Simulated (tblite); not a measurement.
C3H4NO (doublet state).
SMILES with atom numbers: `[CH2:1]=[C:2][C:3]([NH2:4])=[O:5]` (hydrogens: H6, H7 on C1; H8, H9 on N4)

Geometry (GFN2-xTB, Å), atoms numbered from 1 in this order:
```
atom  x, y, z in Å
C1    -1.745    0.592    0.514
C2    -0.647   -0.053    0.356
C3     0.499   -0.693   -0.148
N4     1.695   -0.165    0.281
O5     0.443   -1.678   -0.876
H6    -2.135    1.298   -0.215
H7    -2.361    0.483    1.398
H8     1.733    0.743    0.709
H9     2.531   -0.522   -0.150
```

All values are computed: GFN2-xTB (tblite) harmonic vibrations without scaling, gas phase. Against measured fundamentals such values can be off by several per cent, at times by over 20. One conformer, not necessarily the lowest. Open shells enter through the occupations alone, without spin polarisation, and single modes of such species can be off by tens of per cent.

Harmonic wavenumbers (cm⁻¹): 84.4, 138.1, 309.0, 317.3, 436.0, 473.4, 582.9, 616.4, 820.3, 861.2, 883.0, 1017.4, 1226.7, 1347.4, 1439.5, 1616.0, 1910.1, 2939.3, 2998.1, 3475.5, 3548.7.

A = 10948, B = 3900, C = 2941 MHz; mass 70.029 u (most abundant isotopes); point group C1, symmetry number 1; spin multiplicity 2.

**Question.** What is the zero-point energy?

**Answer.** Half the sum of the wavenumbers: 13520 cm⁻¹ = 161.74 kJ/mol.

**Question.** Entropy at 400 K, 1 bar (ideal gas, RRHO, classical rotation)?

**Answer.** Translation 167.95, rotation 109.74, vibration 72.32, spin (R ln 2) 5.76: S = 355.8 J/(mol K).

**Question.** And Cp and H(400 K) − H(0)?

**Answer.** Cp = 110.59 J/(mol K), of which vibrations give 77.33 (their classical limit is 21 R = 174.6); H(400 K) − H(0) = 29.12 kJ/mol without the zero-point energy, 15.82 from vibrations.

**Question.** Which modes carry the vibrational entropy at 400 K?

**Answer.** 84.4 cm⁻¹: 18.26; 138.1 cm⁻¹: 14.22; 309.0 cm⁻¹: 7.85; 317.3 cm⁻¹: 7.65; 436.0 cm⁻¹: 5.38; 473.4 cm⁻¹: 4.83 J/(mol K); the other 15 give 14.14 together.

**Question.** What must be added to the electronic energy to get the Gibbs energy at 400 K and 1 bar?

**Answer.** ZPE + [H(400 K) − H(0)] − T·S = 161.74 + 29.12 − 142.31 = 48.55 kJ/mol.

**Question.** Blend soft modes into free rotors: weight 1/[1 + (100 cm⁻¹/ν̃)⁴] for the oscillator and the rest for a rotor with moment μB/(μ + B), μ = h/(8π²ν), B = 10⁻⁴⁴ kg m². What vibrational entropy results?

**Answer.** 68.93 J/(mol K) in place of 72.32, which changes −T·S at 400 K by +1.36 kJ/mol.

Hindered rotation and anharmonicity are outside this model. Other conformers, if any are populated, would add a mixing term that is left out.

On an Arm Neoverse V2 with one thread, no GPU, shared host with 32 logical CPUs at a one-minute load of 17, this took 0.1 s. This covers the Hessian and the dipole derivatives.
